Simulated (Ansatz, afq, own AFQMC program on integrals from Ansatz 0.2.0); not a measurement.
AFQMC on a folder of integrals that Ansatz 0.2.0 wrote.

```yaml
crystal:
  periodic: [false, false, false]
  atoms:
    - {symbol: Si, position_ang: [0.000000, 0.000000, 1.481442]}
    - {symbol: C, position_ang: [0.000000, 0.000000, -0.201009]}
    - {symbol: H, position_ang: [0.000000, 0.000000, -1.280432]}
basis:
  gaussian: {orbitals: 6-31G}
magnetization: {spin_polarized: true, initial_magnetization: 1}
correlation: {method: ccsd_t, electrons: outside_noble_gas, hamiltonian_folder: ham}
```

```sh
$ ansatz run in.yaml --threads 1 --pin off --events-out ev --progress --plain --max-ram 16896MiB --backend cuda --devices 0, --max-vram 18GiB
```

afq runs on the folder ham with

```
--method phaseless --trial hf --walkers 4000 --populations 20 --least-time 40 --time-step 0.005 --steps-per-block 20 --equilibration-blocks 112 --max-blocks 4000 --target-error 0.0009000 --factor-cut 1e-05 --start spin_pure --seed 6839 --taylor-order 6
```

Times are imaginary, in 1/Eh. The walk had a cap of 49 s. With eight or more populations the least sampling time is a fifth of least-time, and the error comes from their spread.

Output of the walk:

```
orbitals 18  electrons 5 4  factors 109 of 299
reference energy -327.20181194 Eh
CCSD correlation -0.13281407 Eh in 14 cycles, weight of the determinant in the CISD state 0.7761
energy of the start -327.211041 Eh
 block  time / (1/Eh)  mean weight  energy / Eh
     1     0.100  1.0006  -327.230167
     2     0.200  1.0005  -327.245811
     3     0.300  1.0008  -327.259920
     4     0.400  1.0006  -327.270546
     5     0.500  1.0007  -327.279821
     7     0.700  1.0005  -327.292377
     9     0.900  1.0003  -327.302308
    15     1.500  1.0001  -327.320865
    29     2.900  1.0000  -327.334942
    43     4.300  0.9998  -327.338548
    57     5.700  1.0000  -327.330263
    71     7.100  1.0000  -327.336655
    85     8.500  1.0000  -327.340902
    99     9.900  1.0000  -327.342602
   113    11.300  1.0001  -327.345045
   120    12.000  1.0000  -327.345493
   127    12.700  1.0000  -327.341799
   141    14.100  1.0000  -327.340616
   155    15.500  1.0000  -327.336924
   169    16.900  1.0001  -327.339749
   183    18.300  0.9995  -327.337638
   197    19.700  1.0000  -327.342389
   211    21.100  0.9999  -327.345043
   225    22.500  1.0000  -327.340909
   239    23.900  1.0000  -327.341189
   253    25.300  1.0001  -327.338265
   267    26.700  1.0002  -327.340570
   281    28.100  0.9999  -327.340001
error from the spread of 20 populations
energy -327.340356 +/- 0.000874 Eh
(rows thinned)
```

The run passed its tests (sampling time, drift between the halves within three errors, error under three times the target), which doesn't prove that it has relaxed.

Against this walk (error 23.8 meV) on the same determinant: CCSD(T) 43.1 meV higher (within the noise), CCSDT(Q) 5.2 meV lower (within the noise), CCSDTQ 4.7 meV lower (within the noise), full CI 6.4 meV lower (within the noise), a separate phaseless walk with a CISD trial and standard settings 2.0 ± 24.2 meV higher (within the noise). The error is statistical and leaves out the bias of the constraint. The determinant has ⟨S²⟩ = 1.15, so the low cluster orders mix in higher spin, while the walk starts as a pure doublet. The determinant is a poor start (see the cautions), so the low cluster orders aren't to be relied on, and full CI is the sure value.

Cautions: constraint bias not in the error; strong correlation (T1 0.082, weight of the determinant 0.78, largest double 0.17); unrestricted determinant spin contaminated (⟨S²⟩ 1.15 against 0.75).

The walk took 28 s on 1 × NVIDIA H100 80GB HBM3 with 2 threads of AMD EPYC 7R13 Processor (Zen 3), on a shared host (the card was shared). The log's last line is the phaseless energy.

CCSDT and higher add their correlation energy to the determinant of the CCSD(T) run, since their own runs factorise the integrals more tightly (a shift of under 2 meV). A walk keeps the symmetry of its determinant, which the program's search chose and which needn't be the lowest solution, so a lower state of the same spin and another symmetry isn't excluded.
